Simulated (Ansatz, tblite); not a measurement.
Cost and result up the ladder for Li3H5⁺ (8 atoms). Charge 1, multiplicity 2. Geometry: PBE0-D4/def2-TZVP.

Cartesian coordinates in Å:
```
Li 0.113 0.981 0.507
Li 0.301 3.715 2.330
Li -0.096 -1.786 -1.251
H -0.509 -3.762 -1.720
H -0.281 2.216 1.776
H 0.699 2.581 1.126
H 0.010 -0.421 -0.389
H -0.238 -3.525 -2.379
```

Ansatz on 4 threads of Intel Xeon on a shared host; xTB runs through tblite on one thread. Times are rough, summed over both states, and most runs start from the orbitals of an earlier one. CCSD(T)/def2-TZVPP serves as the yardstick here, not as an exact answer. Differences are given only for rows in sets of like size (and for xTB, whose basis is part of the method), since another set adds its own error. The other state is a quartet at its own geometry, which has other bonds, so the gap mixes isomer and spin.

The xTB rows come from tblite. LC-ωPBE has ω = 0.4 bohr⁻¹. Correlated methods freeze no core orbitals; core or outer-core shells of Li are correlated, in sets that lack core-valence functions. In the doublet, H4 and H8 lie 0.75 Å apart, H5 and H6 lie 1.23 Å apart (atoms count from 1), so H2 has formed as a molecule. In the quartet geometry the species has come apart into loosely held pieces. In the quartet, H4 and H8 lie 0.75 Å apart, H5 and H6 lie 1.22 Å apart (atoms count from 1), so H2 has formed as a molecule. The structure comes from a short search, and lower isomers may exist.

Correlated methods converge slowly with the basis.

xTB has no spin-polarisation term.

```json
{"level": "GFN2-xTB", "functions": "17", "wall time": "0.011 s", "quartet − doublet (eV)": "4.75", "difference from CCSD(T)/def2-TZVPP (eV)": "1.07"}
{"level": "GFN1-xTB", "functions": "22", "wall time": "0.014 s", "quartet − doublet (eV)": "5.26", "difference from CCSD(T)/def2-TZVPP (eV)": "1.58"}
{"level": "HF/STO-3G", "functions": "20", "wall time": "0.47 s", "quartet − doublet (eV)": "3.33", "difference from CCSD(T)/def2-TZVPP (eV)": "–"}
{"level": "MP2/def2-TZVP", "functions": "72", "wall time": "1.1 s", "quartet − doublet (eV)": "3.33", "difference from CCSD(T)/def2-TZVPP (eV)": "-0.35"}
{"level": "BLYP-D4/def2-TZVP", "functions": "72", "wall time": "2.6 s", "quartet − doublet (eV)": "3.72", "difference from CCSD(T)/def2-TZVPP (eV)": "0.04"}
{"level": "BHLYP-D4/def2-TZVP", "functions": "72", "wall time": "2.9 s", "quartet − doublet (eV)": "3.76", "difference from CCSD(T)/def2-TZVPP (eV)": "0.08"}
{"level": "PBE-D4/def2-TZVP (with forces)", "functions": "72", "wall time": "3 s", "quartet − doublet (eV)": "3.52", "difference from CCSD(T)/def2-TZVPP (eV)": "-0.15"}
{"level": "B2PLYP/def2-TZVP", "functions": "72", "wall time": "3 s", "quartet − doublet (eV)": "3.71", "difference from CCSD(T)/def2-TZVPP (eV)": "0.03"}
{"level": "RPA@PBE/def2-TZVP", "functions": "72", "wall time": "3.2 s", "quartet − doublet (eV)": "3.48", "difference from CCSD(T)/def2-TZVPP (eV)": "-0.20"}
{"level": "LC-ωPBE/def2-TZVP", "functions": "72", "wall time": "3.5 s", "quartet − doublet (eV)": "3.58", "difference from CCSD(T)/def2-TZVPP (eV)": "-0.10"}
{"level": "PBE0-D4/def2-TZVP", "functions": "72", "wall time": "4.1 s", "quartet − doublet (eV)": "3.52", "difference from CCSD(T)/def2-TZVPP (eV)": "-0.16"}
{"level": "r2SCAN-D4/def2-TZVP", "functions": "72", "wall time": "4.1 s", "quartet − doublet (eV)": "3.59", "difference from CCSD(T)/def2-TZVPP (eV)": "-0.09"}
{"level": "ωB97M-V/def2-TZVP", "functions": "72", "wall time": "8 s", "quartet − doublet (eV)": "4.16", "difference from CCSD(T)/def2-TZVPP (eV)": "0.48"}
{"level": "CCSD(T)/def2-TZVPP", "functions": "127", "wall time": "33 s", "quartet − doublet (eV)": "3.68", "difference from CCSD(T)/def2-TZVPP (eV)": "0.00"}
```
